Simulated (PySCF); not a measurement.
PySCF job for formic acid (CH2O2), SMILES C(O)=O, TDA-ωB97X/def2-SVPD. The structure is a stationary point at PBE0-D3(BJ)/def2-TZVP. The values are those of a single conformer.

```python
import numpy as np
from pyscf import gto, scf, dft, tdscf

mol = gto.M(
    atom='''
    O    -0.09003755    1.11065732    0.00000000
    C     0.39658969   -0.13266560    0.00000000
    O    -0.26222225   -1.12865681    0.00000000
    H    -1.05667710    1.04137151    0.00000000
    H     1.49521732   -0.10138206    0.00000000
    ''',
    basis='def2-SVPD',
    charge=0,
    spin=0,
    symmetry=True,
    max_memory=1600,
    verbose=4,
)
mf = dft.RKS(mol, xc='wb97x').density_fit(auxbasis='def2-universal-jkfit')
mf.grids.level = 3
mf.conv_tol = 1e-9
mf.max_cycle = 100
mf.kernel()
mf.grids = dft.Grids(mol).set(level=1).build(with_non0tab=True)  # coarser grid for the response kernel
td = tdscf.TDA(mf)
td.singlet = True
td.nstates = 10
td.conv_tol = 1e-4
td.positive_eig_threshold = 1e-6
td.kernel(x0=td.get_init_guess(mf, 15))
td.analyze()
tt = tdscf.TDA(mf)
tt.singlet = False
tt.nstates = 4
tt.conv_tol = 1e-4
tt.positive_eig_threshold = 1e-6
tt.kernel(x0=tt.get_init_guess(mf, 9))
tt.analyze(verbose=3)
```

Log of the run:

```
PySCF version 2.14.0

[INPUT] verbose = 4
[INPUT] num. atoms = 5
[INPUT] num. electrons = 24
[INPUT] charge = 0
[INPUT] spin (= nelec alpha-beta = 2S) = 0
[INPUT] symmetry True subgroup None
[INPUT] Mole.unit = angstrom
[INPUT] Symbol           X                Y                Z      unit          X                Y                Z       unit  Magmom
[INPUT]  1 O     -0.090037550000   1.110657320000   0.000000000000 AA   -0.170146310427   2.098838153043   0.000000000000 Bohr   0.0
[INPUT]  2 C      0.396589690000  -0.132665600000   0.000000000000 AA    0.749445897926  -0.250701650151   0.000000000000 Bohr   0.0
[INPUT]  3 O     -0.262222250000  -1.128656810000   0.000000000000 AA   -0.495528236267  -2.132852259525   0.000000000000 Bohr   0.0
[INPUT]  4 H     -1.056677100000   1.041371510000   0.000000000000 AA   -1.996830321100   1.967906947825   0.000000000000 Bohr   0.0
[INPUT]  5 H      1.495217320000  -0.101382060000   0.000000000000 AA    2.825551231506  -0.191584327344   0.000000000000 Bohr   0.0

nuclear repulsion = 70.5532234212862
point group symmetry = Cs
symmetry origin: [-3.14954351e-09 -5.51170125e-09  0.00000000e+00]
symmetry axis x: [ 1.00000000e+00 -1.18568306e-09  0.00000000e+00]
symmetry axis y: [1.18568306e-09 1.00000000e+00 0.00000000e+00]
symmetry axis z: [0. 0. 1.]
num. orbitals of irrep A' = 58
num. orbitals of irrep A" = 24
number of shells = 34
number of NR pGTOs = 116
number of NR cGTOs = 82
basis = def2-SVPD
ecp = {}


[settings echo left out]
init E= -189.954636852306
HOMO (A') = -0.395817407936921  LUMO (A") = -0.021505267477922  gap/eV = 10.18555
cycle= 1 E= -189.435249314634  delta_E= 0.519  |g|= 0.869  |ddm|= 2.51
HOMO (A') = -0.284822989498049  LUMO (A") = 0.067837959693387  gap/eV = 9.59639
cycle= 2 E= -189.375296512942  delta_E= 0.06  |g|=  1.1  |ddm|=  1.4
HOMO (A') = -0.418627361571659  LUMO (A") = 0.0669446639094864  gap/eV = 13.21309
cycle= 3 E= -189.585668561555  delta_E= -0.21  |g|= 0.114  |ddm|= 0.839
HOMO (A') = -0.407380807001038  LUMO (A") = 0.074408668875911  gap/eV = 13.11016
cycle= 4 E= -189.587672872676  delta_E= -0.002  |g|= 0.0502  |ddm|= 0.102
HOMO (A') = -0.410624452878669  LUMO (A") = 0.07699823984459  gap/eV = 13.26889
cycle= 5 E= -189.588142305713  delta_E= -0.000469  |g|= 0.00735  |ddm|= 0.0439
HOMO (A') = -0.411797692249299  LUMO (A") = 0.0771193394100248  gap/eV = 13.30411
cycle= 6 E= -189.588161249135  delta_E= -1.89e-05  |g|= 0.00174  |ddm|= 0.0139
HOMO (A') = -0.411788883784196  LUMO (A") = 0.077203117022561  gap/eV = 13.30615
cycle= 7 E= -189.588162979834  delta_E= -1.73e-06  |g|= 0.000472  |ddm|= 0.0042
HOMO (A') = -0.411936465657887  LUMO (A") = 0.0770851072647221  gap/eV = 13.30695
cycle= 8 E= -189.588163110482  delta_E= -1.31e-07  |g|= 0.000169  |ddm|= 0.00103
HOMO (A') = -0.411921204714828  LUMO (A") = 0.0771286759106704  gap/eV = 13.30773
cycle= 9 E= -189.588163125342  delta_E= -1.49e-08  |g|= 4.04e-05  |ddm|= 0.000332
HOMO (A') = -0.411928779225615  LUMO (A") = 0.0771274659079966  gap/eV = 13.30790
cycle= 10 E= -189.588163126247  delta_E= -9.05e-10  |g|= 6.7e-06  |ddm|= 8.87e-05
HOMO (A') = -0.411929152161423  LUMO (A") = 0.0771272754816545  gap/eV = 13.30790
Extra cycle  E= -189.588163126274  delta_E= -2.71e-11  |g|= 3.44e-06  |ddm|= 1.34e-05
converged SCF energy = -189.588163126274
tot grids = 20488
Overwritten attributes  positive_eig_threshold  of <class 'pyscf.tdscf.rks.TDA'>


******** <class 'pyscf.tdscf.rks.TDA'> for <class 'pyscf.df.df_jk.DFSymAdaptedRKS'> ********
nstates = 10 singlet
deg_eia_thresh = 1.000e-03
wfnsym = None
conv_tol = 0.0001
eigh lindep = 1e-12
eigh level_shift = 0
eigh max_cycle = 100


Excitation energies (eV)
[ 5.97352034  8.49782882  9.26103754  9.28522591  9.44466099  9.59503809
 10.52449773 10.56824256 10.62687643 11.41110463]

** Singlet excitation energies and oscillator strengths **
Excited State   1:   A"      5.97352 eV    207.56 nm  f=0.0012
      12 -> 13        0.70170
Excited State   2:   A'      8.49783 eV    145.90 nm  f=0.0391
      11 -> 13       -0.37674
      12 -> 14        0.56303
Excited State   3:   A'      9.26104 eV    133.88 nm  f=0.1610
      11 -> 13       -0.31802
      12 -> 14       -0.25637
      12 -> 15       -0.51006
      12 -> 16       -0.19515
Excited State   4:   A"      9.28523 eV    133.53 nm  f=0.0034
      11 -> 14       -0.66764
      11 -> 15        0.12740
Excited State   5:   A'      9.44466 eV    131.27 nm  f=0.1826
      11 -> 13       -0.42392
      12 -> 14       -0.24675
      12 -> 15        0.45642
Excited State   6:   A"      9.59504 eV    129.22 nm  f=0.0001
      10 -> 13       -0.69806
Excited State   7:   A"     10.52450 eV    117.81 nm  f=0.0096
      11 -> 15       -0.22820
      12 -> 17        0.63779
      12 -> 21        0.17407
Excited State   8:   A"     10.56824 eV    117.32 nm  f=0.0099
      11 -> 14       -0.12500
      11 -> 15       -0.63844
      12 -> 17       -0.22749
Excited State   9:   A'     10.62688 eV    116.67 nm  f=0.1283
       9 -> 13       -0.11183
      12 -> 14       -0.14215
      12 -> 16        0.58243
      12 -> 18        0.21096
      12 -> 19       -0.15468
Excited State  10:   A'     11.41110 eV    108.65 nm  f=0.0378
      10 -> 14       -0.30253
      11 -> 17       -0.11155
      12 -> 16       -0.13984
      12 -> 18        0.34154
      12 -> 20        0.46558
      12 -> 24       -0.11146

** Transition electric dipole moments (AU) **
state          X           Y           Z        Dip. S.      Osc.
  1         0.0000      0.0000     -0.0911      0.0083      0.0012
  2         0.3893      0.1901      0.0000      0.1876      0.0391
  3         0.2142      0.8148      0.0000      0.7098      0.1610
  4         0.0000      0.0000     -0.1231      0.0151      0.0034
  5        -0.5084      0.7285      0.0000      0.7893      0.1826
  6        -0.0000     -0.0000      0.0221      0.0005      0.0001
  7        -0.0000      0.0000     -0.1928      0.0372      0.0096
  8        -0.0000     -0.0000      0.1952      0.0381      0.0099
  9         0.4946      0.4982      0.0000      0.4928      0.1283
 10        -0.1694     -0.3263     -0.0000      0.1352      0.0378

** Transition velocity dipole moments (imaginary part, AU) **
state          X           Y           Z        Dip. S.      Osc.
  1         0.0000      0.0000      0.0008      0.0000      0.0000
  2         0.0729     -0.0306      0.0000      0.0062      0.0133
  3         0.0356      0.1550     -0.0000      0.0253      0.0495
  4         0.0000      0.0000     -0.0596      0.0036      0.0070
  5        -0.1786      0.0992      0.0000      0.0417      0.0802
  6        -0.0000     -0.0000      0.0025      0.0000      0.0000
  7        -0.0000      0.0000     -0.0533      0.0028      0.0049
  8        -0.0000     -0.0000      0.0787      0.0062      0.0106
  9         0.1792      0.1187      0.0000      0.0462      0.0789
 10        -0.0430     -0.1577     -0.0000      0.0267      0.0425

** Transition magnetic dipole moments (imaginary part, AU) **
state          X           Y           Z
  1        -0.4331     -0.8453      0.0000
  2         0.0000      0.0000     -0.5584
  3         0.0000     -0.0000      0.2453
  4         0.6346      0.0310     -0.0000
  5        -0.0000      0.0000     -0.1321
  6        -0.7229      0.9859     -0.0000
  7         0.1868     -0.0891      0.0000
  8         0.3163     -0.0010      0.0000
  9         0.0000      0.0000     -0.3882
 10         0.0000      0.0000      0.1226


******** <class 'pyscf.tdscf.rks.TDA'> for <class 'pyscf.df.df_jk.DFSymAdaptedRKS'> ********
nstates = 4 triplet
deg_eia_thresh = 1.000e-03
wfnsym = None
conv_tol = 0.0001
eigh lindep = 1e-12
eigh level_shift = 0
eigh max_cycle = 100


Excitation energies (eV)
[5.44661997 6.29453754 8.43752255 8.90003339]

** Triplet excitation energies and oscillator strengths **
Excited State   1:   A"      5.44662 eV    227.64 nm  f=0.0000
Excited State   2:   A'      6.29454 eV    196.97 nm  f=0.0000
Excited State   3:   A'      8.43752 eV    146.94 nm  f=0.0000
Excited State   4:   A"      8.90003 eV    139.31 nm  f=0.0000
```

The calculation finished and met its thresholds.

Cost: very roughly 22 core-seconds.
